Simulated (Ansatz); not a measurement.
**B2H3Cl: ionisation energy by level of theory**

Aim: the vertical ionisation energy of B2H3Cl, as cation minus neutral at the neutral's geometry, on several levels, and how well −ε(HOMO) stands in for it.

The runs use Ansatz 0.2.0, Gaussian basis; unrestricted cation, the program's frozen cores in correlated methods.

The runs, in order: UKS PBE-D4/def2-TZVPP; UKS r2SCAN-D4/def2-TZVPP; UKS PBE0-D4/def2-TZVPP; UKS B3LYP-D4/def2-TZVPP; UKS wB97X-V/def2-TZVPP; UKS wB97M-V/def2-TZVPP; UKS B2PLYP/def2-TZVPP; UHF-CCSD(T)/def2-TZVPP; UHF-MP2/def2-QZVPP; extrapolation to the limit; then −ε(HOMO) from the neutral's earlier runs with LDA (SPW92), PBE-D4, revPBE-D4, BLYP-D4, r2SCAN-D4, B97M-V, PBE0-D4, B3LYP-D4, r2SCANh-D4, r2SCAN0-D4, HSE06-D4, BHLYP-D4, CAM-B3LYP-D4, LC-ωPBE, ωB97X-V, ωB97M-V.

1 further run of the same task is left out (it didn't finish).

## 1. The relaxed structure

The geometry comes from an earlier relaxation with PBE0-D4 in a triple-zeta def2 set; it is a stationary point.

SMILES `BBCl`, 6 atoms, charge 0, spin multiplicity 1.

Atoms are counted from 1 here; the program's logs count them from 0.

Bond lengths: B1–B2 1.654 Å, B1–H4 1.198 Å, B1–H5 1.198 Å, B2–Cl3 1.753 Å, B2–H6 1.196 Å. Angles: B2–B1–H4 121.7°, B2–B1–H5 121.6°, H4–B1–H5 116.7°, B1–B2–Cl3 117.9°, B1–B2–H6 126.1°, Cl3–B2–H6 116.1°.

## 2. Cation, UKS PBE-D4/def2-TZVPP

in.yaml reads:

```yaml
crystal:
  periodic: [false, false, false]
  atoms:
    - {symbol: B, position_ang: [-0.293967, 0.024628, -0.830417]}
    - {symbol: B, position_ang: [0.390789, -0.174245, 0.661772]}
    - {symbol: Cl, position_ang: [-0.208209, 0.817989, 1.976811]}
    - {symbol: H, position_ang: [0.135724, 0.817858, -1.619109]}
    - {symbol: H, position_ang: [-1.250426, -0.610958, -1.172709]}
    - {symbol: H, position_ang: [1.268089, -0.939371, 0.937552]}
basis:
  gaussian: {orbitals: def2-TZVPP}
total_charge: 1
magnetization: {spin_polarized: true, initial_magnetization: 1}
hamiltonian: {xc: pbe, dispersion: d4}
```

On the command line:

```bash
$ ansatz run in.yaml --threads 2 --pin off --events-out ev --progress --plain --max-ram 4352MiB
```

The runs that follow: Cation, UKS r2SCAN-D4/def2-TZVPP; Cation, UKS PBE0-D4/def2-TZVPP; Cation, UKS B3LYP-D4/def2-TZVPP; Cation, UKS wB97X-V/def2-TZVPP; Cation, UKS wB97M-V/def2-TZVPP; Cation, UKS B2PLYP (frozen core)/def2-TZVPP; Cation, UHF-CCSD(T)/def2-TZVPP; Cation, UHF-MP2/def2-QZVPP.

**Question.** What will the summary of the whole plan be? Wanted: ionisation energy, CCSD(T)/CBS; nearest functional by difference; nearest −ε(HOMO); −ε(HOMO) of PBE; T1 of the cation.

**Answer**, as computed:

| quantity | value |
| --- | --- |
| ionisation energy, CCSD(T)/CBS | 10.87 eV |
| nearest functional by difference | ωB97X-V (-0.19 eV) |
| nearest −ε(HOMO) | LC-ωPBE (+0.01 eV) |
| −ε(HOMO) of PBE | 6.77 eV |
| T1 of the cation | 0.044 |

In words: Energy differences with functionals land within 0.71 eV of the reference. −ε(HOMO) of PBE misses by 4.1 eV, since self-interaction lifts the level. Among orbital estimates LC-ωPBE comes nearest. Hartree-Fock falls 0.65 eV short, as the neutral has more correlation energy than the cation. The cation's T1 (from the report) is 0.044, near the customary mark of 0.045 for open shells, so the coupled-cluster value is less safe.
